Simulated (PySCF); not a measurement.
Nonlinear optical response: allyl fluoride (C=CCF, C₃H₅F)

Molfile (atoms numbered from 1):
```
C3H5F
     RDKit          3D

  9  8  0  0  0  0  0  0  0  0999 V2000
    0.4682    1.2968    0.0858 C   0  0  0  0  0  0  0  0  0  0  0  0
    0.1191    0.1816   -0.5347 C   0  0  0  0  0  0  0  0  0  0  0  0
   -0.3942   -1.0422    0.1357 C   0  0  0  0  0  0  0  0  0  0  0  0
   -0.4931   -0.8814    1.4994 F   0  0  0  0  0  0  0  0  0  0  0  0
    0.3955    1.3836    1.1631 H   0  0  0  0  0  0  0  0  0  0  0  0
    0.8366    2.1528   -0.4658 H   0  0  0  0  0  0  0  0  0  0  0  0
    0.1957    0.1034   -1.6170 H   0  0  0  0  0  0  0  0  0  0  0  0
   -1.3889   -1.3025   -0.2463 H   0  0  0  0  0  0  0  0  0  0  0  0
    0.2712   -1.8931   -0.0549 H   0  0  0  0  0  0  0  0  0  0  0  0
  1  2  2  0
  2  3  1  0
  3  4  1  0
  1  5  1  0
  1  6  1  0
  2  7  1  0
  3  8  1  0
  3  9  1  0
M  END
```

Level of theory: quadratic response CAM-B3LYP/aug-cc-pVTZ first hyperpolarisability, Taylor convention, gas phase (PySCF). Geometry: PBE0-D3(BJ)/def2-TZVP.

Problem. Give β for the processes computed.

Solution. In au, Taylor convention; the vector part is βᵢ = ⅓ Σⱼ (βᵢⱼⱼ + βⱼᵢⱼ + βⱼⱼᵢ); β∥ is 3/5 of the vector part along the dipole, the dipole points from − to +:
```csv
process,λ (nm),β vector norm,β∥,β HRS,depolarisation ratio
"static β(0;0,0)",∞,115.2,-45.2,42.4,8.62
"second harmonic β(−2ω;ω,ω)",1907,119.2,-46.0,43.9,8.55
"Pockels β(−ω;ω,0)",1907,116.5,-45.5,–,–
"second harmonic β(−2ω;ω,ω)",1064,129.1,-47.6,47.6,8.37
"Pockels β(−ω;ω,0)",1064,119.5,-46.0,–,–
```

Problem. Which lowest excitations, dipole and polarisabilities go with it?

Solution. S1 6.70 eV (f = 0.021); S2 7.32 eV (f = 0.045); S3 7.35 eV (f = 0.322); dipole 1.79 D; isotropic α 40.3 au static, 40.4 au at 1907 nm, 40.7 au at 1064 nm, 40.8 au at 953.5 nm, 41.8 au at 532 nm.
